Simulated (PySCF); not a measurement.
**Working out the ionisation energy of Ne**

Ne [Ne] (1S) → Ne⁺ [He] 2s2 2p5 (2P). Calculation: PySCF 2.14, in dyall-acv3z (15s9p4d2f, 76 functions); no relativity, point nucleus. Frozen: nothing; the 5 highest virtual orbitals dropped. Energies in hartree (1 hartree = 27.21139 eV):

| part | Ne (lower) | Ne⁺ (upper) |
| --- | --- | --- |
| UHF | -128.546783 | -127.824236 |
| MP2 opposite-spin | -0.258236 | -0.208367 |
| MP2 same-spin | -0.081172 | -0.057738 |

Problem. What does Hartree-Fock give?

Solution. (-127.824236) − (-128.546783) = 0.722547 hartree = 19.662 eV.

Problem. What do MP2 and SCS-MP2 (6/5 opposite-spin, 1/3 same-spin) give?

Solution. The opposite-spin parts differ by 1.357 eV and the same-spin parts by 0.638 eV. MP2: 19.662 + (1.357) + (0.638) = 21.657 eV. SCS-MP2: 19.662 + 1.2 × (1.357) + (0.638)/3 = 21.503 eV.

Measured between the centres of the two terms (NIST): 21.597 eV, so MP2 (valence and next inner shell) is off by 0.060 eV.

What remains against the reference includes basis incompleteness and correlation beyond second order.
